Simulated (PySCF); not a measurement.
# Molecular orbitals of SiS⁻

ωB97X at R = 2.036 Å; basis Si def2-TZVPPD, S def2-TZVPPD; no relativity; PySCF 2.14. State: ²Π (doublet), unpaired electrons π ↑. Only the outer orbitals are listed, counted within each symmetry.

```
spin  orbital  occ.  ε (eV)  on Si (%)           main shells (%)
   α       7σ     1  -16.34         19           80 S s, 13 Si s
   α       8σ     1   -9.14         63   62 Si s, 24 S p, 12 S s
   α       3π     1   -4.78         26           74 S p, 25 Si p
   α       9σ     1   -4.43         56  41 S p, 35 Si p, 20 Si s
   α       3π     1   -4.37         21           78 S p, 18 Si p
   α       4π     1   -0.84         75           67 Si p, 21 S p
   α       4π     0    4.89         65  49 Si p, 25 S p, 16 Si d
   β       7σ     1  -16.14         20           79 S s, 12 Si s
   β       8σ     1   -8.36         58   57 Si s, 29 S p, 12 S s
   β       3π     1   -4.31         21           79 S p, 17 Si p
   β       9σ     1   -4.02         63  35 S p, 34 Si p, 28 Si s
   β       3π     1   -3.98         19           81 S p, 15 Si p
   β       4π     0    4.96         60  42 Si p, 30 S p, 17 Si d
```

**Question.** Which are the highest filled and the lowest empty level, where do they sit, and how wide is the gap?

**Answer.** Highest filled α 4π at -0.84 eV (in %: 67 Si p, 21 S p); lowest empty α 4π at 4.89 eV (in %: 49 Si p, 25 S p, 16 Si d); the gap at ωB97X is 5.73 eV. Both belong to one degenerate shell, split only by its one-sided filling, so this is no excitation gap. An empty level above zero is unbound, and its energy depends on the basis.

| Property | Result |
| --- | --- |
| bond order (Mayer) | 2.01 |
| ⟨S²⟩ | 0.759 |
| charge on Si (Mulliken, basis-dependent) | -0.42 |
| charge on Si (Löwdin, basis-dependent) | -0.46 |
| dipole moment (positive dipole points towards S; it is taken about the centre of mass and depends on that origin) | 0.24 D |

The state was picked by a PBE0 search and need not be the measured ground state.
